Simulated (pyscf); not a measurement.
HO–Sn:–OH [singlet] -> H₂O + O=Sn: [singlet], an elimination (singlet surface; O–Sn, H–O broken, H–O formed). Single points on ωB97X-D3(BJ)/def2-SVP structures (PySCF, gas phase). MP2 and CC: frozen core, UHF for open shells. ΔMP2 is the change of the MP2 total energy from the triple- to the quadruple-zeta basis. Energies in kJ/mol from the reactant's lowest minimum found.

Small-basis levels: PySCF, no dispersion term, spherical d functions. 

Question: Quick MP2/6-31G*+LANL2DZ single points give ΔE‡ = 128.4 kJ/mol and ΔE = +138.1 kJ/mol. What does CCSD(T)/def2-TZVPP + ΔMP2(QZVPP) give, and how far is the quick result from it?

Answer: CCSD(T)/def2-TZVPP + ΔMP2(QZVPP) gives ΔE‡ = 140.7 kJ/mol and ΔE = +166.2 kJ/mol. MP2/6-31G*+LANL2DZ lies 12.4 kJ/mol under it in the barrier and 28.1 kJ/mol under it in the reaction energy, so on this step it does not hold to within 12.6 kJ/mol. CCSD(T)/def2-TZVPP + ΔMP2(QZVPP) has limits of its own. On the product side the descent ends in an adduct with a O–Sn contact, 58.0 kJ/mol under the separated species and 8.2 kJ/mol under the saddle at ωB97X-D3(BJ)/def2-TZVP. At CCSD(T) the saddle lies under the separated products, which points to a path from their complex (located at ωB97X-D3(BJ) alone), and parting the products costs more than the saddle. What is counted as broken (O–Sn) persists as a longer contact in the product adduct; parting that adduct is a step of its own. At ωB97X-D3(BJ) the barrier from the zero used here is 153.0 kJ/mol. One saddle was located; it need not be the lowest between these sides. The CCSD(T) − MP2 part came from Ansatz, without density fitting, on the same reference. The largest closed-shell T1 diagnostic is 0.033, which may signal static correlation. The frozen core leaves the outer d or s,p core shells of the metals and heavy elements correlated in the MP2 and CC values, and def2-TZVPP describes them poorly, which can shift differences by a few kcal/mol. Elements past Kr carry the def2 core potentials, without spin-orbit coupling.
